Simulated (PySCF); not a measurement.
Hydrogen diatomic, H₂.
Z-matrix (Å and degrees, PBE0-D3(BJ)/def2-SVP geometry), rows numbered from 1:
```
H 
H   1  0.7610
```

The closed-shell ground state was solved at several levels (PySCF, density fitting, gas phase, non-relativistic). The dipole stays under 0.02 D at every level.

```csv
level,basis functions,HOMO (eV),LUMO (eV),gap (eV)
PBE0/IGLO-III,20,-11.89,1.51,13.40
PBE/pcSseg-2,28,-10.28,0.65,10.93
PBE/def2-SVPD,16,-10.18,1.06,11.24
PBE0/aug-cc-pVTZ,46,-11.89,0.67,12.56
PBE0/pcSseg-1,10,-11.87,1.96,13.83
KT2/pcJ-1,20,-10.35,1.20,11.55
LDA/pcJ-1,20,-10.19,1.04,11.23
```

Task: Estimate the row for CAM-B3LYP/def2-SVPD, a basis of 16 functions; the other rows only guide the guess.

Result: HOMO -13.40 eV, LUMO 2.60 eV, gap 16.00 eV.

Task: Over all these levels, which gives the widest orbital gap and which the narrowest?

Result: CAM-B3LYP/def2-SVPD (range-separated hybrid) has the widest, 16.00 eV, and PBE/pcSseg-2 (GGA) the narrowest, 10.93 eV. Functional and basis both differ between the two, so the spread mixes both effects.

Task: How much does the basis alone move the frontier levels among the 3 PBE0 rows?

Result: The HOMO by 0.02 eV and the LUMO by 1.29 eV. By rising basis size (HOMO, LUMO in eV): pcSseg-1 -11.87, 1.96; IGLO-III -11.89, 1.51; aug-cc-pVTZ -11.89, 0.67.
